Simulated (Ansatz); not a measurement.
A nudged elastic band was laid between two geometries of C$_{2}$H$_{3}$OS (7 atoms, charge -1, multiplicity 1).

All numbers below come from RKS PBE-D4/6-31G* in Ansatz.

```
movable images  : 5
climbing image  : yes
spring          : 5.0 eV/Å²
optimiser       : quadratic models (default)
start path      : IDPP
force threshold : 0.05 eV/Å
iteration limit : 60
end points      : relaxed
```

First end point:

```xyz
7
Properties=species:S:1:pos:R:3
O -1.000 1.157 0.212
C 0.260 0.595 0.290
C 0.502 -0.671 -0.141
S -0.792 -1.665 -0.827
H -1.501 0.380 -0.204
H 1.005 1.273 0.727
H 1.525 -1.070 -0.056
```

Last end point:

```xyz
7
Properties=species:S:1:pos:R:3
O -1.220 0.885 0.056
C 0.090 0.370 0.164
C 0.448 -0.880 -0.234
S -0.503 -2.160 -0.948
H -1.165 1.791 0.415
H 0.825 1.065 0.603
H 1.525 -1.072 -0.057
```

What changes between the two ends?

No bond is made or broken. The dihedral H5–O1–C2–C3 goes from 0 to -180°.

What energy profile does the band end with?

The run converged. The highest image is number 6 of 0 to 6, 72.3 kJ/mol above the first end and 0.0 kJ/mol above the last; the last end lies 72.3 kJ/mol above the first. The highest image is an end point: on this band no image between the ends rises above it. A vibrational analysis next to that end finds imaginary modes (202i cm⁻¹), so it isn't a minimum. Limits of this set-up: an anion without diffuse functions.

```csv
image,path coordinate (Å),energy (kJ/mol),dihedral H5–O1–C2–C3 (°)
0,0.00,0.0,0
1,0.46,15.6,-21
2,0.91,43.5,-55
3,1.37,61.9,-95
4,1.83,68.7,-133
5,2.29,72.1,-171
6,2.39,72.3,-180
```

The band took 8 iterations and of the order of 2.3 core-minutes.

Time of the run: 2.3 min on 1 thread of Intel(R) Xeon(R) Processor @ 2.50GHz (Skylake/Cascade Lake), on a shared host, peak memory 0.14 GiB.
